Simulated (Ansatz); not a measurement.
Mulliken charges of C₂H₄O₂S (`SC1OCO1`) from B3LYP/def2-TZVPP in Ansatz (PBE0-D4/def2-TZVP geometry).

| atom | x (Å) | y (Å) | z (Å) | charge (e) |
| --- | --- | --- | --- | --- |
| S1 | -1.286 | 1.665 | 0.058 | -0.118 |
| C2 | -0.574 | 0.005 | 0.112 | 0.248 |
| O3 | 0.072 | -0.325 | -1.097 | -0.349 |
| C4 | 1.253 | -0.524 | -0.334 | 0.194 |
| O5 | 0.611 | -0.148 | 0.871 | -0.342 |
| H6 | -2.282 | 1.404 | 0.919 | 0.095 |
| H7 | -1.354 | -0.704 | 0.408 | 0.093 |
| H8 | 1.583 | -1.570 | -0.331 | 0.087 |
| H9 | 2.067 | 0.150 | -0.623 | 0.091 |

Problem. By hand: the dipole of these point charges (1 e Å = 4.8032 D).

Solution. Σ q r = (0.001, -0.188, 0.081) e Å, of length 0.205 e Å = 0.98 D.

Problem. How does the dipole of the full density compare? (Best estimate.)

Solution. Ansatz gave: (0.005, -0.230, 0.091) e Å, 1.19 D; the point charges give 0.82 times that, at 2° from its direction.

Point charges leave out the atoms' own dipoles, such as those of lone pairs, and Mulliken's split depends on the basis, so the two needn't agree.

B3LYP here is the variant with VWN-RPA as its local correlation; programs differ in this.
